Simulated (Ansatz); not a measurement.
# CH₂N−: functionals against CCSD(T) at one geometry

One table from this session's results is given with a row withheld; the runs are named, their logs left out.

The runs use Ansatz 0.2.0, Gaussian basis; single points in def2-TZVPPD.

Correlated methods freeze the cores.

### Starting geometry

SMILES `C=[N-]`, 4 atoms, charge -1, spin multiplicity 1.

Atoms are counted from 1 here; the program's logs count them from 0.

Bond lengths: C1–N2 1.219 Å, C1–H3 1.280 Å, C1–H4 1.208 Å. Angles: N2–C1–H3 125.5°, N2–C1–H4 128.7°, H3–C1–H4 105.8°.

As a file:

```
C     0.0447    0.0301    0.0470
N     0.7870    0.6188    0.8144
H    -0.9846    0.5331   -0.5244
H     0.1056   -1.1142   -0.3338
```

The first run:

run/in.yaml

```yaml
crystal:
  periodic: [false, false, false]
  atoms:
    - {symbol: C, position_ang: [0.044700, 0.030100, 0.047000]}
    - {symbol: N, position_ang: [0.787000, 0.618800, 0.814400]}
    - {symbol: H, position_ang: [-0.984600, 0.533100, -0.524400]}
    - {symbol: H, position_ang: [0.105600, -1.114200, -0.333800]}
basis:
  gaussian: {orbitals: "def2-TZVPPD.json"}
total_charge: -1
correlation: {method: ccsd_t}
output: {forces: true}
```

The basis file named in the input lies beside it (Basis Set Exchange, JSON).

The command line of these runs was not kept.

Steps of the session up to this table: CCSD(T)/def2-TZVPPD; PBE0-D4/def2-TZVPPD; wB97M-V/def2-TZVPPD; r2SCAN-D4/def2-TZVPPD; PBE-D4/def2-TZVPPD; SPW92/def2-TZVPPD; BHLYP-D4/def2-TZVPPD.

One of the session's tables, all rows but one given; the rest of the session is left out.

| method | RMS force component (eV/Å) | angle to CCSD(T) forces (°) |
| --- | --- | --- |
| CCSD(T) | 1.086 | reference |
| PBE0-D4 | 0.774 | 24.0 |
| wB97M-V | 0.832 | 22.8 |
| r2SCAN-D4 | 0.709 | 19.3 |
| PBE-D4 | ? | ? |
| SPW92 | 0.623 | 20.0 |
| BHLYP-D4 | 0.875 | 42.6 |

**Question.** Estimate the row for PBE-D4.

As computed: RMS force component (eV/Å): 0.795; angle to CCSD(T) forces (°): 3.7. In the column «RMS force component (eV/Å)» it lies between PBE0-D4 (0.774) and wB97M-V (0.832).

Limits of these values: The anion's highest level is positive in at least one run, so there the basis alone may hold the extra electron.
